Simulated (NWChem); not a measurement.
# H2O2 (hydrogen peroxide): TPSS-D3(BJ)/x2c-TZVPall (DKH3, COSMO dioxane, esp esp)

What is the energy change on altering one bond length of H2O2 (hydrogen peroxide) at TPSS-D3(BJ)/x2c-TZVPall (DKH3, COSMO dioxane, esp esp)? 

Program for the calculation: NWChem 7.3.0.

## Step 1: The system as given

The species is H2O2 (4 atoms), meant as a singlet with charge 0. As SMILES, `OO`. Geometry: relaxed at PBE0-D4/def2-TZVP.

Bond lengths: O1–O2 1.426 Å, O1–H3 0.965 Å, O2–H4 0.965 Å. Angles: O1–O2–H4 101.1°, O2–O1–H3 101.1°.

## Step 2: A single-point energy at TPSS-D3(BJ)/x2c-TZVPall (DKH3, COSMO dioxane, esp esp)

Contents of mymol.nw:

```
start mymol
memory total 2200 mb

geometry noautosym nocenter noautoz
O       -0.486800      -0.581100       0.030600
O        0.048300       0.728400       0.206900
H        0.186400      -1.117000       0.467400
H        0.252100       0.969800      -0.704900
end

basis spherical bse
* library x2c-TZVPall
end

relativistic
douglas-kroll dk3
end

cosmo
solvent dioxane
end

dft
xc xtpss03 ctpss03
disp vdw 4
grid fine
mulliken
end

esp
range 0.4
spacing 0.035
recalculate
end

task dft energy
task esp
```

Run with:

```console
$ nwchem mymol.nw > mymol.out
```

Output:

```text
[...]
          Wavefunction type:  closed shell.
          No. of atoms     :     4
          No. of electrons :    18
[...]
          Charge           :     0
          Spin multiplicity:     1
[...]
          AO basis - number of functions:    74
[...]
              XC Information
              --------------
                  TPSS metaGGA Exchange Functional  1.000
             TPSS03 metaGGA Correlation Functional  1.000
[...]
 d= 0,ls=0.0,diis     1   -151.7043687764 -1.89D+02  6.60D-03  4.49D-01     5.7
[...]
 d= 0,ls=0.0,diis     5   -151.7446917000 -3.04D-07  7.61D-06  8.27D-07    34.4
         Total DFT energy =     -151.744691699999
      One electron energy =     -282.616312085888
           Coulomb energy =      111.450569241132
    Exchange-Corr. energy =      -17.914410223363
 Nuclear repulsion energy =       37.283121474229
    Dispersion correction =       -0.000982092190
[...]
      Total Density - Mulliken Population Analysis
     ---------------------------------------------
    Atom       Charge   Shell Charges
 -----------   ------   -------------------------------------------------------
    1 O    8     8.35   0.80  1.17  0.61  0.94  0.34  1.85  1.81  0.78  0.00  0.04  0.00
    2 O    8     8.35   0.80  1.17  0.61  0.94  0.34  1.85  1.81  0.78  0.00  0.04  0.00
    3 H    1     0.65   0.26  0.32  0.03  0.04
    4 H    1     0.65   0.26  0.32  0.03  0.04
[...]
 Dipole moment                                  0.796029
 Quadrupole moment Qxx                         -3.288737
                   Qyy                          3.051165
                   Qzz                          0.237572
[...]
```

Wall time 39 s (1 thread of Intel Xeon Platinum 8259CL at 2.50GHz (Skylake/Cascade Lake), shared host); peak memory 0.12 GiB.

## Step 3: The distorted shape, same level

Contents of geom.nw:

```
start geom
title "H2O2"
memory total 2200 mb
charge 0

geometry units atomic noautosym nocenter noautoz
 O  -1.42551490 -2.33541803 -0.10875374
 O   0.09127377  1.37647651  0.39098434
 H  -0.15335128 -3.34812226  0.71667863
 H   0.47639996  1.83265640 -1.33206795
end

basis spherical bse
 * library x2c-TZVPall
end

relativistic
 douglas-kroll dk3
end

cosmo
 solvent dioxane
end

dft
 xc xtpss03 ctpss03
 disp vdw 4
 grid fine
 mulliken
 print medium
end

esp
 range 0.4
 spacing 0.035
 recalculate
end

task dft energy
task esp
```

Run with:

```console
$ nwchem geom.nw > geom.out
```

Output:

```text
[...]
          Wavefunction type:  closed shell.
          No. of atoms     :     4
          No. of electrons :    18
[...]
          Charge           :     0
          Spin multiplicity:     1
[...]
          AO basis - number of functions:    74
[...]
              XC Information
              --------------
                  TPSS metaGGA Exchange Functional  1.000
             TPSS03 metaGGA Correlation Functional  1.000
[...]
 d= 0,ls=0.0,diis     1   -151.6316575355 -1.80D+02  5.68D-03  3.99D-01     5.9
[...]
 d= 0,ls=0.0,diis     7   -151.6683645193 -1.94D-08  1.85D-06  1.54D-08    43.7
         Total DFT energy =     -151.668364519270
      One electron energy =     -264.499715101264
           Coulomb energy =      102.325942111518
    Exchange-Corr. energy =      -17.743483277200
 Nuclear repulsion energy =       28.164744410890
    Dispersion correction =       -0.001042969967
[...]
      Total Density - Mulliken Population Analysis
     ---------------------------------------------
    Atom       Charge   Shell Charges
 -----------   ------   -------------------------------------------------------
    1 O    8     8.36   0.80  1.17  0.64  0.95  0.36  1.79  1.72  0.92  0.00  0.01  0.00
    2 O    8     8.36   0.80  1.17  0.64  0.95  0.36  1.79  1.72  0.92  0.00  0.01  0.00
    3 H    1     0.64   0.26  0.31  0.03  0.04
    4 H    1     0.64   0.26  0.31  0.03  0.04
[...]
 Dipole moment                                  0.804040
 Quadrupole moment Qxx                         -4.258514
                   Qyy                          4.925958
                   Qzz                         -0.667444
[...]
```

Run time: 48 s. Hardware: 1 thread of Intel Xeon Platinum 8259CL at 2.50GHz (Skylake/Cascade Lake), shared host; peak memory 0.12 GiB.

## Step 4: Results

At TPSS-D3(BJ)/x2c-TZVPall (DKH3, COSMO dioxane, esp esp):

| quantity | value |
| --- | --- |
| first shape: total energy | -151.74469 Eh |
| first shape: dipole moment | 2.01 D |
| first shape: HOMO energy | -6.40 eV |
| first shape: LUMO energy | -0.43 eV |
| first shape: HOMO–LUMO gap | 5.97 eV |
| first shape: dispersion energy | -2.58 kJ/mol |
| first shape: solvent term in the energy | -16.7 kJ/mol |
| distorted shape: total energy | -151.66836 Eh |
| distorted shape: dipole moment | 2.00 D |
| distorted shape: HOMO energy | -7.67 eV |
| distorted shape: LUMO energy | -6.68 eV |
| distorted shape: HOMO–LUMO gap | 1.00 eV |
| distorted shape: dispersion energy | -2.74 kJ/mol |
| distorted shape: solvent term in the energy | -19.1 kJ/mol |
| energy change with the O1–O2 bond stretched from 1.426 to 2.138 Å | 2.077 eV |

What this shows: One bond (distorted shape) is far stretched, which a spin-restricted single reference describes badly; a broken-symmetry solution may lie lower. With the O1–O2 bond stretched from 1.426 to 2.138 Å the energy rises by 2.08 eV (200 kJ/mol). The first shape isn't relaxed at this level, so the change isn't measured from a minimum. A restricted reference can't describe the breaking bond well at this length.
